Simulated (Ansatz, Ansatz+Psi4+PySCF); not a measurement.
```yaml
atoms:
  - { symbol: P, position_ang: [0.0000, 0.0000, 0.1048] }
  - { symbol: H, position_ang: [0.0000, 1.1582, -0.6165] }
  - { symbol: H, position_ang: [1.0030, -0.5791, -0.6165] }
  - { symbol: H, position_ang: [-1.0030, -0.5791, -0.6165] }
```

Basis set: cc-pVTZ on H; cc-pV(T+d)Z on P (spherical functions). Correlated methods keep 5 orbitals frozen. Charge 0, multiplicity 1.

Computed with Ansatz (development build ahead of 0.2.0); each method stands on the lowest determinant of its kind that the runs found. Restricted open shells among the atoms or ions are ROHF, correlated in semicanonical orbitals with singles.

The atomization energy at this shape (free ground-state atoms in the same class of orbitals less the molecule, no zero-point energy) of singlet PH₃:

| method | atomization energy |
| --- | --- |
| RHF-CCSD(T) | 232.80 kcal/mol |
| RHF-MP2 | 224.93 kcal/mol |

(1) What does RHF give?

Results:

(1) 171.09 kcal/mol.
